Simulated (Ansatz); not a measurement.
# Which is lower?

Two relaxed structures of MgBH₂, doublet (PBE0-D4/def2-TZVP; forces vanish, vibrations not checked).

A:

| atom | x (Å) | y (Å) | z (Å) |
| --- | --- | --- | --- |
| B1 | 0.4408 | -0.9821 | 0.5840 |
| Mg2 | -0.3488 | 0.7793 | -0.4623 |
| H3 | 0.8696 | -1.9423 | 1.1513 |
| H4 | -0.9616 | 2.1450 | -1.2730 |

B:

B1  (0.558, -0.665, 0.776)
Mg2  (-0.641, 0.494, -0.860)
H3  (0.644, -1.864, 0.772)
H4  (1.260, -0.099, 1.571)
(Å)

Ansatz 0.2.0; basis: def2-TZVPP; cores frozen in the correlated methods; orbitals are unrestricted. The outer core shell of Li, Na, Mg and K is correlated. The def2 sets are not built for correlating such inner shells, so the correlated values are less sure here. B3LYP uses VWN-RPA correlation.

Question: Which structure is lower at CCSD(T), and by how much? (To be estimated.)

Answer: The calculation gives: B, by 24.80 kcal/mol (electronic energy, against the other). By their contacts, A is MgBH₂ ([BH][MgH]) and B is MgBH₂ ([BH2][Mg]).

All methods give the same order:

```csv
method,E(B) − E(A) (kcal/mol)
PBE-D4,-28.19
r2SCAN-D4,-25.64
PBE0-D4,-27.31
B3LYP-D4,-26.60
wB97M-V,-24.64
HF,-23.99
MP2,-26.39
CCSD,-24.32
CCSD(T),-24.80
```

No T1 diagnostic of these runs exceeds 0.020. ⟨S²⟩ of the unrestricted Hartree–Fock references: 0.76 to 0.80 (a pure state has 0.75). The unrestricted reference is spin-contaminated, which hurts MP2 most.

Labels in which every atom is bracketed show which atoms are joined, not bond orders.

For scale, one of the runs: CCSD(T)/def2-TZVPP, 91 basis functions, launched by `ansatz run in.yaml --threads 2 --pin off --events-out ev --progress --plain --max-ram 4352MiB`. Hardware: 2 CPU threads of an Arm Neoverse V2, shared host. Wall time about 13 s.
